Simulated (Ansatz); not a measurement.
Calculated with Ansatz (gas phase, PBE0-D4/def2-TZVP geometries, no zero-point term in ΔE). CCSD(T)/CBS adds triple-zeta CCSD(T) − MP2 to the extrapolated MP2 energy (def2 sets, frozen cores). DFT in def2-TZVPP. Each species was taken in one conformer, which may not be the lowest.

Reaction (isomerisation): `CC(N)C=N` → `C=C(N)NC`

```json
{"level": "r2SCAN-D4", "ΔE (kJ/mol)": "-3.4"}
{"level": "PBE0-D4", "ΔE (kJ/mol)": "-2.2"}
{"level": "B2PLYP", "ΔE (kJ/mol)": "4.5"}
{"level": "MP2/def2-TZVPP", "ΔE (kJ/mol)": "10.5"}
{"level": "SCS-MP2/def2-TZVPP", "ΔE (kJ/mol)": "15.0"}
{"level": "CCSD(T)/def2-TZVPP", "ΔE (kJ/mol)": "15.4"}
{"level": "HF/def2-QZVPP", "ΔE (kJ/mol)": "8.8"}
{"level": "HF/CBS(def2)", "ΔE (kJ/mol)": "8.7"}
```

(1) What does CCSD(T)/CBS give? (An estimate is asked.)

Largest T1 diagnostic among the species: 0.011.

Results:

(1) Ansatz gave: +12.1 kJ/mol. The listed levels differ from it by -15.5, -14.3, -7.6, -1.6, 2.9, 3.3, -3.3, -3.4 kJ/mol.

CCSD(T)/CBS has its own doubt, a few kJ/mol and more with outer-core shells, so smaller differences from it don't rank the levels.
